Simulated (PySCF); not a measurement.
# Frontier orbitals and the lowest excitations

Compound: cyclopentadienethione, C5H4S.
Z-matrix (Å and degrees, PBE0-D3(BJ)/def2-TZVP geometry), rows numbered from 1:
```
S 
C   1  1.6175
C   2  1.4738  1  126.78
C   3  1.3402  2  107.65  1  -179.93
C   4  1.4837  3  109.12  2    -0.08
C   5  1.3401  4  109.10  3     0.04
H   3  1.0789  2  123.46  1     0.04
H   4  1.0817  3  126.69  2   179.95
H   5  1.0818  4  124.20  3  -179.99
H   6  1.0789  2  123.46  1    -0.03
```

Computed with TDDFT CAM-B3LYP/aug-cc-pVTZ, vertical, gas phase, core orbitals frozen in the response (PySCF). Isolated species at its PBE0-D3(BJ)/def2-TZVP geometry, gas phase.

Frontier orbitals with the atoms that hold most of them (Löwdin shares over 4%, at most four atoms; ? is withheld):

| orbital | ε (eV) | atoms |
| --- | --- | --- |
| LUMO+2 | 0.58 | H7 20%, H10 20%, H9 17%, H8 17% |
| LUMO+1 | 0.23 | H9 32%, H8 32%, H7 11%, H10 11% |
| LUMO | -2.45 | S1 35%, C2 21%, C4 12%, C5 12% |
| HOMO | ? | ? |
| HOMO-1 | -8.35 | ? |
| HOMO-2 | -9.54 | S1 36%, C2 24%, C5 11%, C4 11% |
| HOMO-3 | -12.06 | S1 40%, C2 25%, C4 8%, C5 8% |

Question: Give the leading atoms of the HOMO-1.

Answer: C3 (bonded to 2 C and H) 23%; C6 (bonded to 2 C and H) 23%; C4 (bonded to 2 C and H) 17%; C5 (bonded to 2 C and H) 17%.

Question: Which atoms hold the HOMO, and with what shares?

Answer: S1 (bonded to C) 67%; C2 (bonded to 2 C and S) 22%.

Question: What is the HOMO energy, and the HOMO–LUMO gap?

Answer: ε(HOMO) = -8.11 eV; the gap is 5.66 eV (0.2080 hartree).

Question: How does S1 compare with the orbital gap of 5.66 eV?

Answer: S1 is at 1.72 eV (f = 0.0000), 3.94 eV below the gap, made of HOMO→LUMO (98%). 

Question: Give energy, strength and leading configuration of S1, S2, S3 and S6, and follow the Löwdin shares of the leading atoms from the occupied to the empty orbital.

Answer: 
- S1 (1.72 eV, f 0.0000), HOMO→LUMO (98%): S1 67% → 35%, C2 22% → 21%
- S2 (2.48 eV, f 0.0006), HOMO-1→LUMO (100%): C3 23% → at most 12%, C6 23% → at most 12%, S1 at most 18% → 35%, C2 at most 18% → 21%
- S3 (4.77 eV, f 0.417), HOMO-2→LUMO (95%): S1 36% → 35%, C2 24% → 21%
- S6 (6.17 eV, f 0.0000), HOMO-1→LUMO+1 (90%): C3 23% → at most 12%, C6 23% → at most 12%, H9 at most 18% → 32%, H8 at most 18% → 32%

Hardware: one thread, Arm Neoverse V1 (aarch64), no GPU, on a shared host. Cost: 73 s of wall time, 1.7 GiB resident at most.
